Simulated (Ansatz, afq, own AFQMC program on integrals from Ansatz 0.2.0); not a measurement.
CH$_{2}$Si⁺, doublet in cc-pVDZ, levels against CCSDT(Q)

```csv
atom,x (Å),y (Å),z (Å)
Si,0.0000,0.0000,0.5957
C,0.0000,0.0000,-1.1063
H,0.0000,-0.9093,-1.7078
H,0.0000,0.9093,-1.7078
```

Connectivity, by distances: Si–CH2.

Basis cc-pVDZ. Only valence electrons are correlated. Integrals, coupled cluster, full CI and functionals: Ansatz 0.2.0; the random walks run on the same integrals in our own AFQMC program. ph-AFQMC/CISD is guided by a CISD state made of CCSD amplitudes; releasing the constraint for a short imaginary time cuts its bias at the price of noise, slowly where states lie close. Error bars are statistical, one sigma.

Determinant: UHF, the one that the program's search chose, which needn't be the lowest solution. The geometry is a PBE0/def2-TZVP stationary point of this or a neighbouring charge and spin state.

No full CI on the walks' own integrals is used here; CCSDT(Q) serves as the reference and is uncertain by about the last step of the cluster series.

Cautions: the released energies are still falling, so no released level is given (meV from the phaseless value at times in 1/Eh: -15 ± 10 at 0.24, -17 ± 9 at 0.51, -29 ± 10 at 0.99, -31 ± 13 at 1.62, -46 ± 13 at 2.40); the ph-AFQMC/CISD walk drifts between its halves (2.6 errors).

The T1 diagnostic is 0.0125. The weight of the determinant in the CISD state is 0.888. The ⟨S²⟩ of the determinant is 0.757 and the size of the correlated space is 9 electrons in 36 orbitals.

```csv
level,correlation energy (eV)
MP2,-4.5665
CCSD,-5.4967
CCSD(T),-5.6399
```

Estimate where phaseless AFQMC with the Hartree–Fock trial lies against CCSD(T) on the same integrals.

0.19 ± 1.96 mEh below CCSD(T). The gap is under twice the noise, so this walk alone can't tell the two apart.

Reference: CCSDT(Q), correlation energy -5.673 eV.

```json
{"level": "CCSD(T)", "E − E(reference) (mEh)": "1.22", "share of correlation (%)": "99.42"}
{"level": "CCSDT", "E − E(reference) (mEh)": "0.31", "share of correlation (%)": "99.85"}
{"level": "ph-AFQMC/HF", "E − E(reference) (mEh)": "1.03 ± 1.96", "share of correlation (%)": "99.51"}
{"level": "ph-AFQMC/CISD", "E − E(reference) (mEh)": "0.37 ± 0.34", "share of correlation (%)": "99.82"}
```

A walk keeps the symmetry of its determinant, which the program's search chose and which needn't be the lowest solution, so a lower state of the same spin and another symmetry isn't excluded.
